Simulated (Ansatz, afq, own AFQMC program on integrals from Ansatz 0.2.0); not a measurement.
# Atomization energy of CuCl, triplet

```yaml
atoms:
  - { symbol: Cu, position_ang: [0.0000, 0.0000, 0.0000] }
  - { symbol: Cl, position_ang: [0.0000, 0.0000, 2.1406] }
```

Atoms in their ground-state spins without spin–orbit coupling (mostly on UHF) minus the molecule (UHF), without zero-point energy. The geometry is a stationary point, not shown to be a minimum.

Basis def2-TZVP. Noble-gas cores (and the filled d shells of Ga–Kr and In–Xe) are frozen. Ansatz 0.2.0 and our own AFQMC program on the same integrals; the CISD trial comes from CCSD amplitudes, and released means the phaseless constraint is let go. ± is one standard error of the sampling. The metal's outer-core s and p shells are frozen, which shifts wave-function levels against functionals. The errors of all members are added in quadrature.

No full CI on the walks' own integrals is used here; CCSDT(Q) serves as the reference and is uncertain by about the last step of the cluster series. Each member takes its own surest rung, up to full CI.

Errors are counted within def2-TZVP, not against nature.

Cautions: no relativity below Rb; outer-core shells of the metal frozen; CuCl (triplet): another spin lies lower, its ph-AFQMC/CISD value lies 34 ± 7 meV above CCSDT(Q); Cu (doublet): its ph-AFQMC/CISD value lies 23 ± 3 meV above CCSDT(Q).

Reference (CCSDT(Q)): 119.2 kJ/mol.

```csv
level,atomization energy (kJ/mol),error against CCSDT(Q) (kJ/mol)
HF,198.3,79.0
MP2,41.8,-77.4
CCSD,120.1,0.9
CCSD(T),115.1,-4.2
CCSDT,117.1,-2.1
ph-AFQMC/HF,128.7 ± 4.3,9.5 ± 4.3
ph-AFQMC/CISD,118.8 ± 0.8,-0.4 ± 0.8
released AFQMC,117.5 ± 1.5,-1.7 ± 1.5
```

Correlation beyond CCSD(T) adds 4.2 kJ/mol. The perturbative (T) step is worth −5.0 kJ/mol.

A walk keeps the symmetry of its determinant, which the program's search chose and which needn't be the lowest solution, so a lower state of the same spin and another symmetry isn't excluded. Released energies are given only where the last usable release times agree within the noise; a slower fall can still hide under it.
